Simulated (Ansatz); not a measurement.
Geometry optimisation of C2H2FNO (`O=C=NCF`).

```yaml
crystal:
  periodic: [false, false, false]
  atoms:
    - {symbol: O, position_ang: [-0.964478, -2.516247, -0.313399]}
    - {symbol: C, position_ang: [-0.407669, -1.517755, -0.019533]}
    - {symbol: N, position_ang: [0.230776, -0.557536, 0.376449]}
    - {symbol: C, position_ang: [0.320228, 0.829361, 0.077623]}
    - {symbol: F, position_ang: [-0.607153, 1.221698, -0.865683]}
    - {symbol: H, position_ang: [1.339673, 1.057283, -0.310850]}
    - {symbol: H, position_ang: [0.149822, 1.415194, 1.009693]}
basis:
  gaussian: {orbitals: def2-TZVP}
hamiltonian: {xc: pbe0, dispersion: d4}
relax: {f_tol: 0.005, max_steps: 150}
```

```sh
$ ansatz run in.yaml --threads 2 --pin off --events-out ev --progress --plain --max-ram 4352MiB
```

It prints (some lines left out):

```
Functional definition: PBE0
mean field -8354.60690501 eV, -307.0261408033 hartree, gradient 5.4e-5 eV, S^2 0.000000; 0 other end points of the search recorded, 0 dependent functions left out
relax step   1: F+E_penalty+E_count = -8354.69193360 eV  Δ(F+E_penalty+E_count) = +0.000e0 eV  max|allowed force component| = 1.581e0 eV/Å  Δτ_max = 0.0000 Å  (29 SCF iters, accepted)
mean field -8354.66012695 eV, -307.0280966732 hartree, gradient 1.3e-5 eV, S^2 0.000000; 0 other end points of the search recorded, 0 dependent functions left out
relax step   2: F+E_penalty+E_count = -8354.74570596 eV  Δ(F+E_penalty+E_count) = -5.377e-2 eV  max|allowed force component| = 2.007e-1 eV/Å  Δτ_max = 0.0384 Å  (35 SCF iters, accepted)
mean field -8354.66220965 eV, -307.0281732110 hartree, gradient 1.2e-5 eV, S^2 0.000000; 0 other end points of the search recorded, 0 dependent functions left out
relax step   3: F+E_penalty+E_count = -8354.74790994 eV  Δ(F+E_penalty+E_count) = -2.204e-3 eV  max|allowed force component| = 3.895e-2 eV/Å  Δτ_max = 0.0088 Å  (36 SCF iters, accepted)
mean field -8354.66255029 eV, -307.0281857296 hartree, gradient 1.2e-5 eV, S^2 0.000000; 0 other end points of the search recorded, 0 dependent functions left out
relax step   4: F+E_penalty+E_count = -8354.74832110 eV  Δ(F+E_penalty+E_count) = -4.112e-4 eV  max|allowed force component| = 7.574e-2 eV/Å  Δτ_max = 0.0084 Å  (35 SCF iters, accepted)
mean field -8354.66273356 eV, -307.0281924647 hartree, gradient 1.2e-5 eV, S^2 0.000000; 0 other end points of the search recorded, 0 dependent functions left out
relax step   5: F+E_penalty+E_count = -8354.74876885 eV  Δ(F+E_penalty+E_count) = -4.477e-4 eV  max|allowed force component| = 6.768e-2 eV/Å  Δτ_max = 0.0269 Å  (33 SCF iters, accepted)
mean field -8354.66288172 eV, -307.0281979092 hartree, gradient 1.2e-5 eV, S^2 0.000000; 0 other end points of the search recorded, 0 dependent functions left out
relax step   6: F+E_penalty+E_count = -8354.74887081 eV  Δ(F+E_penalty+E_count) = -1.020e-4 eV  max|allowed force component| = 5.078e-3 eV/Å  Δτ_max = 0.0057 Å  (36 SCF iters, accepted)
mean field -8354.66289030 eV, -307.0281982248 hartree, gradient 1.2e-5 eV, S^2 0.000000; 0 other end points of the search recorded, 0 dependent functions left out
relax step   7: F+E_penalty+E_count = -8354.74887517 eV  Δ(F+E_penalty+E_count) = -4.366e-6 eV  max|allowed force component| = 1.845e-3 eV/Å  Δτ_max = 0.0033 Å  (36 SCF iters, accepted)
mean field -8354.66289984 eV, -307.0281985752 hartree, gradient 1.2e-5 eV, S^2 0.000000; 0 other end points of the search recorded, 0 dependent functions left out
relax step   8: F+E_penalty+E_count = -8354.74887928 eV  Δ(F+E_penalty+E_count) = -4.105e-6 eV  max|allowed force component| = 5.524e-3 eV/Å  Δτ_max = 0.0069 Å  (35 SCF iters, accepted)
mean field -8354.66290078 eV, -307.0281986098 hartree, gradient 1.2e-5 eV, S^2 0.000000; 0 other end points of the search recorded, 0 dependent functions left out
relax step   9: F+E_penalty+E_count = -8354.74888258 eV  Δ(F+E_penalty+E_count) = -3.300e-6 eV  max|allowed force component| = 7.142e-3 eV/Å  Δτ_max = 0.0099 Å  (35 SCF iters, accepted)
mean field -8354.66289661 eV, -307.0281984564 hartree, gradient 1.2e-5 eV, S^2 0.000000; 0 other end points of the search recorded, 0 dependent functions left out
relax step  10: F+E_penalty+E_count = -8354.74888467 eV  Δ(F+E_penalty+E_count) = -2.097e-6 eV  max|allowed force component| = 3.688e-3 eV/Å  Δτ_max = 0.0040 Å  (35 SCF iters, accepted)
mean field -8354.66289661 eV, -307.0281984564 hartree, gradient 1.2e-5 eV, S^2 0.000000; 1 other end points of the search recorded, 0 dependent functions left out
Total energy: -8354.74890650 eV, -307.0313592616 hartree
Atom 0 at    -0.981272    -2.443531    -0.318015 Å, force     0.002082     0.003324     0.001077 eV/Å
Atom 1 at    -0.395415    -1.488009    -0.012771 Å, force    -0.000451    -0.001488     0.000048 eV/Å
Atom 2 at     0.274020    -0.569191     0.379674 Å, force    -0.001776    -0.000497    -0.002442 eV/Å
Atom 3 at     0.327360     0.812792     0.083475 Å, force    -0.002028     0.000667    -0.000381 eV/Å
Atom 4 at    -0.604067     1.168086    -0.860608 Å, force     0.003688    -0.001405     0.003340 eV/Å
Atom 5 at     1.316485     1.064007    -0.307883 Å, force    -0.000789    -0.000651    -0.000888 eV/Å
Atom 6 at     0.124088     1.387844     0.990428 Å, force    -0.000726     0.000049    -0.000754 eV/Å
Dipole moment:     0.296769     0.343497     0.187161 e Å
```

It took 33 s on 2 threads of an Arm Neoverse V1 on a shared host, with 0.31 GiB of host memory at the peak.
